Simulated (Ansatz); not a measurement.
# SiHCl₂− (SMILES Cl[SiH-]Cl): functionals against CCSD(T) at one geometry

How do the functionals fare away from a minimum? The structure is a structure displaced at random from a GFN2-xTB minimum.

Method: single points in def2-TZVPPD; program: Ansatz 0.2.0, Gaussian basis.

Cores are frozen in the correlated methods.

### 1 Where the work starts

SMILES `Cl[SiH-]Cl`, 4 atoms, charge -1, spin multiplicity 1.

Atoms are counted from 1 here; the program's logs count them from 0.

Bond lengths: Cl1–Si2 2.291 Å, Si2–Cl3 2.188 Å, Si2–H4 1.470 Å. Angles: Cl1–Si2–Cl3 100.5°, Cl1–Si2–H4 94.3°, Cl3–Si2–H4 95.5°.

Geometry (Å):

```xyz
4

Cl   -1.66460    0.29280    0.90880
Si    0.33550   -0.64120    0.29510
Cl    0.32390   -0.23410   -1.85510
H     1.12650    0.54360    0.65760
```

### 2 CCSD(T)/def2-TZVPPD

run/in.yaml

```yaml
crystal:
  periodic: [false, false, false]
  atoms:
    - {symbol: Cl, position_ang: [-1.664600, 0.292800, 0.908800]}
    - {symbol: Si, position_ang: [0.335500, -0.641200, 0.295100]}
    - {symbol: Cl, position_ang: [0.323900, -0.234100, -1.855100]}
    - {symbol: H, position_ang: [1.126500, 0.543600, 0.657600]}
basis:
  gaussian: {orbitals: "def2-TZVPPD.json"}
total_charge: -1
correlation: {method: ccsd_t}
output: {forces: true}
```

The basis file named in the input lies beside it (Basis Set Exchange, JSON).

No record of the launch command was kept for these runs.

### 3 PBE0-D4/def2-TZVPPD

run/in.yaml: that of step 2 with these lines changed.

```diff
@@ -10,3 +10,3 @@
 total_charge: -1
-correlation: {method: ccsd_t}
-output: {forces: true}
+hamiltonian: {xc: pbe0, dispersion: d4}
+output: {forces: true, orbitals: {seedname: orbitals}}
```

### 4 wB97M-V/def2-TZVPPD

run/in.yaml: that of step 3 with these lines changed.

```diff
@@ -10,3 +10,3 @@
 total_charge: -1
-hamiltonian: {xc: pbe0, dispersion: d4}
-output: {forces: true, orbitals: {seedname: orbitals}}
+hamiltonian: {xc: {name: wB97M-V}}
+output: {forces: true}
```

### 5 r2SCAN-D4/def2-TZVPPD

run/in.yaml: that of step 4 with these lines changed.

```diff
@@ -10,3 +10,3 @@
 total_charge: -1
-hamiltonian: {xc: {name: wB97M-V}}
+hamiltonian: {xc: r2scan, dispersion: d4}
 output: {forces: true}
```

### 6 PBE-D4/def2-TZVPPD

run/in.yaml: that of step 5 with these lines changed.

```diff
@@ -10,3 +10,3 @@
 total_charge: -1
-hamiltonian: {xc: r2scan, dispersion: d4}
+hamiltonian: {xc: pbe, dispersion: d4}
 output: {forces: true}
```

### 7 B97M-V/def2-TZVPPD

run/in.yaml: that of step 6 with these lines changed.

```diff
@@ -10,3 +10,3 @@
 total_charge: -1
-hamiltonian: {xc: pbe, dispersion: d4}
+hamiltonian: {xc: {name: B97M-V}}
 output: {forces: true}
```

### 8 BHLYP-D4/def2-TZVPPD

run/in.yaml: that of step 7 with these lines changed.

```diff
@@ -10,3 +10,3 @@
 total_charge: -1
-hamiltonian: {xc: {name: B97M-V}}
+hamiltonian: {xc: {name: BHLYP}, dispersion: d4}
 output: {forces: true}
```

(Steps that only read results are left out.)

Q: Predict the outcome of this session. Wanted: RMS force component; RMS force error; HOMO and LUMO, PBE0-D4; T1 diagnostic.

The runs gave:

```
              quantity                                                                                           value
   RMS force component                                                            0.414 to 0.583 eV/Å over the methods
       RMS force error  PBE0-D4 0.076, wB97M-V 0.017, r2SCAN-D4 0.056, PBE-D4 0.143, B97M-V 0.081, BHLYP-D4 0.063 eV/Å
HOMO and LUMO, PBE0-D4                                                                               -0.98 and 3.72 eV
         T1 diagnostic                                                                                           0.011
```

On forces the order runs from wB97M-V to PBE-D4. Frozen-core CCSD(T) forces in triple zeta carry basis errors of their own, and this is one geometry, so small gaps rank nothing.
